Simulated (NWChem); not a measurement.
Species: hydrazine (N2H4); SMILES NN

Program: NWChem. Pople sets run with spherical d functions. STO-3G and 3-21G are far too small for this property and stand as cheap habits. The geometry was optimised at PBE0/def2-SVP. Vertical excitations in the gas phase; the lowest state need not have the same character in each row.

Q: Order these by “lowest excitation, singlet (eV)”, lowest first: PBE/def2-SVP, TDA; PBE/def2-TZVPD, TDA; PBE/aug-cc-pVDZ, TDA; PBE/3-21G, TDA; PBE/6-31+G*, TDA.

A: PBE/aug-cc-pVDZ, TDA (4.96), PBE/def2-TZVPD, TDA (5.39), PBE/6-31+G*, TDA (5.80), PBE/def2-SVP, TDA (6.12), PBE/3-21G, TDA (6.89)
